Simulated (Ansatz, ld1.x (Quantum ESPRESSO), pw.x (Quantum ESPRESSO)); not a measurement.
# From atom to crystal: PAW potential for barium (Ba)

- Element: Ba
- Generator: ld1.x (Quantum ESPRESSO) 7.5
- Type: PAW
- Functional: PBE
- Relativity: scalar-relativistic
- Frozen core: [Kr] 4d10
- Valence charge: 10
- Reference configuration: 5s2 5p6 5d0 6s2 6p0
- Partial waves: 5s (bound): rcut 2.10, rcutus 2.55 bohr; 6s (bound): rcut 2.10, rcutus 2.55 bohr; 5p (bound): rcut 3.00, rcutus 4.10 bohr; 6p (bound, empty): rcut 3.00, rcutus 4.10 bohr; 5d (bound, empty): rcut 2.60, rcutus 2.95 bohr; 5d channel at 4.4 Ry: rcut 2.60, rcutus 2.95 bohr
- Local potential: all-electron potential smoothed inside 3.70 bohr (lloc = -1)
- Core correction: Bessel-smoothed model core inside 1.50 bohr
- Augmentation charge: PSQ, inside the norm-conserving radii

Crystal test: bcc Ba in pw.x 7.5, no spin, 9³ k-points, Fermi–Dirac smearing 0.01 Ry, cutoffs 40/320 Ry. The reference is all-electron LAPW (Ansatz 0.2.0) with the same functional, mesh and smearing; V0 and B0 come from Birch–Murnaghan fits to the pressures at five volumes. Errors are pseudo minus all-electron; Δ is the rms difference of the E(V) curves that follow from these fits, minima aligned, over ±6 % about the mean V0. Mesh and smearing are coarse, so the numbers serve the comparison and aren't converged zero-temperature values; the lattice is a test structure that the element need not adopt.

All-electron: a0 = 5.031 Å (V0 = 63.67 Å³/atom), B0 = 8.4 GPa.

Q: How far does the potential miss the all-electron equation of state?

A: mean pressure error (GPa): -0.23; a0 (Å): 4.983; a0 error (%): -0.96; B0 error (%): -3.9; Δ (meV/atom): 3.3. This is a poor potential for the solid. The ghost test of this file was not conclusive. Its overlap operator is not positive definite. Atomic configuration tests: test run stopped at test 2 of 7 (negative rho).

```csv
V (Å³/atom),P all-electron (GPa),P pseudo (GPa)
60.428,0.47,0.19
62.018,0.23,-0.02
63.608,0.01,-0.22
65.198,-0.19,-0.40
66.788,-0.38,-0.57
```

Q: At the middle volume, how do free energy and pressure move when the wave cutoff is lowered (ecutrho held at 320 Ry)?

A:

| cutoff (Ry) | shift of F (meV/atom) | shift of P (GPa) |
| --- | --- | --- |
| 18 | +2.2 | -0.02 |
| 24 | +0.9 | -0.00 |
| 32 | +0.1 | +0.00 |

The run at the middle volume (35 k-points, 9 iterations) took about 22 s on one core of a shared host (Neoverse-V1, 32 threads, 247 GiB, load 26).
